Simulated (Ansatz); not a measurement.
**Ansatz input wanted**

[SiH2]− has 3 atoms, charge -1, and is taken as a doublet. As SMILES of the parent species, `[SiH2]`. Geometry: relaxed at PBE0-D4/def2-TZVP. That shape belongs to the parent species and isn't relaxed for this state.

```jsonl
{"atom": "Si", "x (Å)": "-0.4912", "y (Å)": "0.4686", "z (Å)": "-0.2136"}
{"atom": "H", "x (Å)": "0.8403", "y (Å)": "0.5786", "z (Å)": "0.5225"}
{"atom": "H", "x (Å)": "-0.3491", "y (Å)": "-1.0472", "z (Å)": "-0.3089"}
```

Settings wanted:

```
basis set              : cc-pVDZ
integral approximation : none
task                   : energy
method                 : DFT
functional             : B2PLYP
reference              : UKS
relativity             : none
accuracy               : high
frozen core orbitals   : 5
```

Problem. Write the Ansatz 0.2.0 input and the command.

Solution. One that was run (others would do as well):

in.yaml:
```yaml
crystal:
  periodic: [false, false, false]
  atoms:
    - {symbol: Si, position_ang: [-0.491200, 0.468600, -0.213600]}
    - {symbol: H, position_ang: [0.840300, 0.578600, 0.522500]}
    - {symbol: H, position_ang: [-0.349100, -1.047200, -0.308900]}
basis:
  gaussian: {orbitals: cc-pVDZ}
total_charge: -1
magnetization: {spin_polarized: true, initial_magnetization: 1}
hamiltonian: {xc: {name: B2PLYP}}
correlation: {frozen_orbitals: {H: 0, Si: 5}}
accuracy: high
```

```bash
$ ansatz run in.yaml --threads 1 --pin off --max-ram 2610MiB --events-out events.jsonl --progress --plain --runs-dir runs
```

Calculated total energy: -290.49790 Eh. Without diffuse functions the anion is poorly described.
